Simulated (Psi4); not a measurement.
**CH5Si (SMILES C[SiH2]): U-wB97X-D/def2-SVP (density fitting, sweep point 3)**

We compute the energy of CH5Si. The job is set up through a Python script.

The results are computed with Psi4 1.11.

6 further runs of the same task are left out: 6 set aside as unsound or not needed.

## Step 1: Starting point

The species is CH5Si (7 atoms), meant as a doublet with charge 0. As SMILES, `C[SiH2]`. The shape is that of a PBE0-D4/def2-TZVP optimisation.

Bond lengths: C1–Si2 1.875 Å, C1–H3 1.094 Å, C1–H4 1.092 Å, C1–H5 1.092 Å, Si2–H6 1.491 Å, Si2–H7 1.490 Å. Angles: C1–Si2–H6 111.8°, C1–Si2–H7 111.8°, Si2–C1–H3 110.5°, Si2–C1–H4 110.8°, Si2–C1–H5 110.8°, H6–Si2–H7 109.5°, H3–C1–H4 108.1°, H3–C1–H5 108.2°, H4–C1–H5 108.3°.

## Step 2: The energy at U-wB97X-D/def2-SVP (density fitting, sweep point 3)

The input, job.py:

```python
import psi4

psi4.set_memory(1600000000)
psi4.set_num_threads(1)
psi4.core.set_output_file('psi4.out', False)

molecule = psi4.geometry("""
0 2
C     -0.122600    -0.803200     0.095200
Si     0.176200     1.034800     0.314000
H     -0.204800    -1.054900    -0.966600
H      0.699200    -1.383300     0.519500
H     -1.047100    -1.107700     0.589500
H     -0.951500     1.846400    -0.225700
H      1.450600     1.468000    -0.326000
units angstrom
symmetry c1
""")

options = {'basis': 'def2-SVP', 'reference': 'uks', 'scf_type': 'df', 'guess': 'gwh'}
psi4.set_options(options)

e_tot = psi4.energy('wb97x-d', molecule=molecule)
print(f'wb97x-d energy: {e_tot:.10f} Eh')
```

The run is started by

```console
$ python job.py
```

psi4.out:

```text
[...]
  Running in c1 symmetry.
[...]
  Nuclear repulsion =   55.683077117445883
[...]
  Multiplicity = 2
[...]
  Nalpha       = 13
  Nbeta        = 12
[...]
    Number of basis functions: 57
[...]
   @DF-UKS iter   1:  -328.75111991479793   -3.28751e+02   4.97711e-02 ADIIS/DIIS
[...]
   @DF-UKS iter  10:  -330.41579402250807   -1.14810e-08   3.38372e-07 DIIS
[...]
   @S^2 Observed:                7.515287512E-01
[...]
    Orbital Energies [Eh]
    ---------------------
    Alpha Occupied:
       1A    -66.257131     2A    -10.291675     3A     -5.393514
       4A     -3.744831     5A     -3.739665     6A     -3.739315
       7A     -0.798296     8A     -0.602868     9A     -0.501704
      10A     -0.499421    11A     -0.419818    12A     -0.414767
      13A     -0.278859
    Alpha Virtual:
      14A      0.112342    15A      0.141066    16A      0.158190
      17A      0.194728    18A      0.204677    19A      0.205327
      20A      0.273848    21A      0.397490    22A      0.441329
      23A      0.453388    24A      0.458456    25A      0.484279
[...]
  @DF-UKS Final Energy:  -330.41579402250807
   => Energetics <=
    Nuclear Repulsion Energy =             55.6830771174458832
    One-Electron Energy =                -565.5375044160041398
    Two-Electron Energy =                 199.4186691306052239
    DFT Exchange-Correlation Energy =     -19.9787270609826670
    Empirical Dispersion Energy =          -0.0013087935723179
    VV10 Nonlocal Energy =                  0.0000000000000000
    Total Energy =                       -330.4157940225080665
[...]
 Multipole Moments:
 ------------------------------------------------------------------------------------
     Multipole            Electronic (a.u.)      Nuclear  (a.u.)        Total (a.u.)
 ------------------------------------------------------------------------------------
 L = 1.  Multiply by 2.5417464519 to convert [e a0] to [Debye]
 Dipole X            :          0.3490136           -0.4025339           -0.0535202
 Dipole Y            :          1.8591027           -2.1903070           -0.3312043
 Dipole Z            :          1.3366368           -1.3721925           -0.0355557
 Magnitude           :                                                    0.3373795
[...]
```

Standard output:

```text
wb97x-d energy: -330.4157940225 Eh
```

Wall time 4.5 s (1 thread of INTEL XEON PLATINUM 8581C at 2.30GHz (Emerald Rapids), shared host); peak memory 0.45 GiB.

## Step 3: Outcome

Level: U-wB97X-D/def2-SVP (density fitting, sweep point 3).

| quantity | value |
| --- | --- |
| total energy | -330.41579 Eh |
| dipole moment | 0.86 D |
| HOMO energy (highest over α and β) | -7.59 eV |
| LUMO energy (lowest over α and β) | -0.83 eV |
| dispersion energy | -3.44 kJ/mol |
| ⟨S²⟩ | 0.752 |
